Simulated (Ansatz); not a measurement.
Grey tin (α-Sn): LDA at its full settings (plane-wave cutoff 520 eV, 10×10×10 k mesh, Fermi–Dirac smearing 0.01 eV, scalar-relativistic PAW data made under PBE) and at cheaper ones, in a cell of 2 atoms with Γ-centred meshes.

| level and setting | equilibrium lattice constant a (Å) | bulk modulus (GPa) |
|---|---|---|
| LDA (Ansatz) | 6.472 | 44.3 |
| LDA (2×2×2 k mesh) (Ansatz) | 6.910 | 29.5 |
| LDA (4×4×4 k mesh) (Ansatz) | ___ | 44.3 |

Task: Fill in the missing entries.

Result: 
- LDA (4×4×4 k mesh) (Ansatz, an electronic-structure program), equilibrium lattice constant a (Å): 6.505

Largest shifts from the full settings: lattice constant a +6.77 % (LDA (2×2×2 k mesh)), against a difference of -0.08 % of the full result from the reference 6.477 Å (measured, static lattice: zero-point anharmonic expansion removed; as tabulated in Mejia-Rodriguez and Trickey (2018), arXiv:1807.09216); bulk modulus -33 % (LDA (2×2×2 k mesh)), against a difference of +3.5 % of the full result from the reference 42.8 GPa (measured, 0 K value with the zero-point phonon effect removed; as tabulated in Mejia-Rodriguez and Trickey (2018), arXiv:1807.09216).

Ansatz's density-functional and Hartree–Fock values are scalar-relativistic unless marked +SOC, with PAW data made under PBE.

Run with cheap settings on purpose, which may leave them unconverged: LDA (2×2×2 k mesh), LDA (4×4×4 k mesh).
